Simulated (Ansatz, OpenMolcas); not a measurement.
**C2H4S (thiirane): the vertical energy of the triplet above the singlet from total energies**

C2H4S has 7 atoms, charge 0, and is taken as a singlet. SMILES: `C1CS1`. Geometry: relaxed at PBE0-D4/def2-TZVP.

```xyz
7

C    -0.5158    0.1235   -0.5202
C     0.6008   -0.0361    0.4355
S    -0.8981   -0.9236    0.8951
H    -0.4487   -0.3884   -1.4733
H    -1.0320    1.0762   -0.5473
H     0.8553    0.8065    1.0681
H     1.4386   -0.6582    0.1421
```

Both states at this one shape; open shells run unrestricted unless said. 1 Eh = 27.2114 eV.

```
                                   level     program  singlet C2H4S (Eh)  triplet C2H4S (Eh)
                      M06-2X/aug-cc-pVDZ  OpenMolcas         -476.737831         -476.559181
                        PBE0/aug-cc-pVDZ      Ansatz         -476.562407         -476.394018
CCSD/aug-cc-pVDZ, 7 core orbitals frozen      Ansatz         -476.042286         -475.865998
```

Question: Work out the vertical gap, second state less first, at each level.

Answer: 
1. M06-2X/aug-cc-pVDZ: -476.559181 − (-476.737831) = 0.178650 Eh = 4.86 eV.
2. PBE0/aug-cc-pVDZ: -476.394018 − (-476.562407) = 0.168389 Eh = 4.58 eV.
3. CCSD/aug-cc-pVDZ: -475.865998 − (-476.042286) = 0.176288 Eh = 4.80 eV.

No measured value is set beside it here; the levels span 4.58 to 4.86 eV.
